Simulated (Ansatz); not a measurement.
**HOB, triplet: the ladder up to UCCSDT(Q)**

Geometry: that of the HOB, singlet, kept fixed. The singlet lies 3.9 eV lower here.

```csv
atom,x (Å),y (Å),z (Å)
B,0.0000,0.0000,1.1655
O,0.0000,0.0000,-0.1066
H,0.0000,0.0000,-1.0588
```

Basis cc-pVDZ; Ansatz 0.2.0. Only valence electrons are correlated (noble-gas cores frozen), which leaves 10 electrons in 31 orbitals. R marks a restricted (for open shells ROHF) determinant, U an unrestricted one. Active spaces: valence = (10e, 9o) chosen from the atoms' valence shells.

Full CI isn't at hand for all of this; UCCSDT(Q) serves as the reference, and is uncertain by the last step of the cluster series or more. The frozen core follows each run's orbitals, which can shift R against U totals by a few meV.

For open shells CISD is restricted-active-space CI with the open shells as a complete middle space.

```
UHF ⟨S²⟩                          : 2.007
T1 diagnostic (RCCSD)             : 0.0212
largest doubles amplitude (RCCSD) : 0.043
T1 diagnostic (UCCSD)             : 0.0166
```

```tsv
level	E − E(UCCSDT(Q)) (kJ/mol)	share of correlation (%)	wall time
RHF	635.2	0.00	–
UHF	630.1	0.80	–
RMP2	45.5	92.84	–
UMP2	44.3	93.03	–
CISD	46.4	92.69	1.4 s
RCCSD	16.7	97.37	–
UCCSD	16.7	97.37	–
RCCSD(T)	2.7	99.57	1.1 s
UCCSD(T)	2.7	99.58	0.84 s
BCCD(T)	2.7	99.58	1.1 s
RCCSDT	1.5	99.77	–
UCCSDT	1.4	99.77	–
RCCSDT(Q)	0.2	99.97	9 s
CASSCF (valence space)	414.6	34.73	–
NEVPT2 (valence space)	76.9	87.89	3.4 s
MRCISD (valence space)	19.1	96.99	–
MRCISD+Q (valence space)	1.7	99.73	5.5 s
```

The correlation energy at UCCSDT(Q), counted from RHF, is -6.584 eV. That run took 8 s on 1 thread of Arm Neoverse V1, shared host.

Times hold each run's SCF and search for its determinant on a shared host, so for small cases they say little of a method's own cost; they ran on 1 thread of Arm Neoverse V1.

Natural occupations of CASSCF (valence space) about the gap: 1.989 1.981 1.973 1.004 1.000 0.026 0.018 0.013; effectively unpaired electrons, Σ n²(2−n)², 2.01.
